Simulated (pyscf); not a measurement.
**Substitution at O: water (H₂O) + methyl (CH₃•) -> methanol (H₃C–OH) + H atom (H•)**

Gas phase, doublet surface, charge 0. Bonds broken: H2–O4. Bonds formed: C3–O4. Single points on ωB97X-D3(BJ)/def2-SVP structures (PySCF, gas phase). Correlated levels are frozen-core, on RHF or UHF. ΔMP2 is the change of the MP2 total energy from the triple- to the quadruple-zeta basis.

Transition state (Å):

```xyz
7

H      0.3079    -0.7541    -0.5289
H      1.0260     0.6077    -1.2362
C      0.4530    -0.0465     1.5099
O      0.6693     0.0744    -0.1670
H      1.0277    -0.9136     1.8550
H      0.8712     0.9021     1.8589
H     -0.6233    -0.1288     1.6996
```

One imaginary mode, 1792i cm⁻¹; descent along it reached the two sides named.

```tsv
bond	change	reactant side (Å)	saddle	product side
H2–O4	breaks	0.964	1.247	3.0
C3–O4	forms	3.2	1.695	1.409
```

Electronic energies relative to the separated reactants (kcal/mol):

| level | barrier | reaction energy | reverse barrier |
|---|---|---|---|
| ωB97X-D3(BJ)/def2-TZVP | 50.4 | +23.3 | 27.0 |
| PBE/def2-TZVP | 37.6 | +22.4 | 15.2 |
| r²SCAN/def2-TZVP | 44.2 | +28.0 | 16.3 |
| B3LYP-D3(BJ)/def2-TZVP | 44.7 | +26.8 | 17.9 |
| PBE0-D3(BJ)/def2-TZVP | 45.4 | +23.4 | 21.9 |
| M06-2X/def2-TZVP | 49.0 | +23.0 | 26.0 |
| ωB97M-D3(BJ)/def2-TZVP | 49.1 | +24.8 | 24.4 |
| HF/def2-TZVP | 71.7 | +27.7 | 44.1 |
| MP2/def2-QZVPP | 53.9 | +24.2 | 29.7 |
| CCSD/def2-TZVPP | 55.9 | +28.8 | 27.1 |
| CCSD(T)/def2-TZVPP | 52.4 | +27.4 | 25.0 |
| CCSD(T)/def2-TZVPP + ΔMP2(QZVPP) | 52.1 | +27.7 | 24.4 |

With CCSD(T)/def2-TZVPP + ΔMP2(QZVPP) energies and thermal terms (ideal gas, 1 atm, RRHO with modes under 100 cm⁻¹ raised to 100, one conformer, R ln 2 for rigid chiral ones), in kcal/mol:

```
T (K)   ΔH‡   ΔG‡     ΔH     ΔG
-----  ----  ----  -----  -----
298    50.4  59.0  +27.3  +29.6
600    50.3  67.8  +27.2  +32.0
900    50.9  76.5  +27.9  +34.3
1200   51.7  84.9  +28.9  +36.2
```

One saddle was located; it need not be the lowest between these sides. The angle at the attacked O is 156°. The CCSD(T) − MP2 part came from Ansatz, without density fitting, on the same reference.
